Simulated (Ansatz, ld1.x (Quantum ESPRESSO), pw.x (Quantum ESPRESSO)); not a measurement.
## Equation-of-state test of one TM potential (Rb (Z = 37))

| Quantity | Value |
| --- | --- |
| Element | Rb |
| Generator | ld1.x (Quantum ESPRESSO) 7.5 |
| Type | norm-conserving Troullier–Martins (Kleinman–Bylander form) |
| Functional | PBE |
| Relativity | scalar-relativistic |
| Frozen core | [Kr] |
| Valence charge | 1 |
| Reference configuration | 5s1 5p0 |
| Partial waves | 5s (bound): rc 3.64 bohr; 5p (bound, empty): rc 3.10 bohr; 4d channel at -0.15 Ry: rc 3.42 bohr |
| Local potential | all-electron potential smoothed inside 2.72 bohr (lloc = -2) |
| Core correction | Bessel-smoothed model core inside 3.35 bohr |

Atomic tests: cutoffs needed: 6 Ry and 6 Ry (the cutoffs (Ry, on a coarse ladder) from which the occupation-weighted sum of valence levels, in a spherical-Bessel basis at the reference potential, stays within 10 and 1 mRy of its value at 400 Ry) The cutoffs count occupied waves only; the empty 5p level needs 15 Ry at the loose tolerance.; ghost test: ghost state, extra bound levels that the all-electron valence spectrum of the same l lacks: p at -132.1 eV; a true bound ghost makes a file unfit for plane-wave use (spherical-Bessel basis up to 400 Ry, 20 bohr box); largest excitation error: -0.2 meV (all-electron minus pseudo) for 5s0 5p1, out of 2 test configurations.

Crystal test: bcc Rb in pw.x 7.5, no spin, 8³ k-points, Fermi–Dirac smearing 0.01 Ry, cutoffs 50/200 Ry. The reference is all-electron LAPW (Ansatz 0.2.0) with the same functional, mesh and smearing; V0 and B0 come from Birch–Murnaghan fits to the pressures at five volumes. Errors are pseudo minus all-electron; Δ is the rms difference of the E(V) curves that follow from these fits, minima aligned, over ±6 % about the mean V0. Mesh and smearing are coarse, so the numbers serve the comparison and aren't converged zero-temperature values; the lattice is a test structure that the element need not adopt.

All-electron: a0 = 5.681 Å (V0 = 91.67 Å³/atom), B0 = 2.7 GPa.

Task: How far does the potential miss the all-electron equation of state?

Result: mean pressure error (GPa): -0.05. The pressure does not cross zero within the volumes sampled, so no fit is given. This is a poor potential for the solid. The pseudo pressure rises with volume over the whole range, a mechanical instability. Note: ghost state, extra bound levels that the all-electron valence spectrum of the same l lacks: p at -132.1 eV. A true bound ghost makes a file unfit for plane-wave use. The logarithmic derivative shows an extra or strongly shifted pseudo pole above the reference energy (s near 0.27 Ry).

| V (Å³/atom) | P all-electron (GPa) | P pseudo (GPa) |
| --- | --- | --- |
| 87.211 | 0.15 | -0.05 |
| 89.506 | 0.07 | -0.04 |
| 91.801 | -0.00 | -0.04 |
| 94.096 | -0.07 | -0.04 |
| 96.391 | -0.12 | -0.03 |

Task: At the middle volume, how do free energy and pressure move when the wave cutoff is lowered (ecutrho kept at four times it)?

Result:

| cutoff (Ry) | shift of F (meV/atom) | shift of P (GPa) |
| --- | --- | --- |
| 22 | +10552.6 | -62.74 |
| 30 | +573.5 | -10.76 |
| 40 | +38.4 | -0.31 |

The run at the middle volume (29 k-points, 7 iterations) took about 8.7 s on one core of a shared host (Neoverse-V2, 32 threads, 247 GiB, load 17).
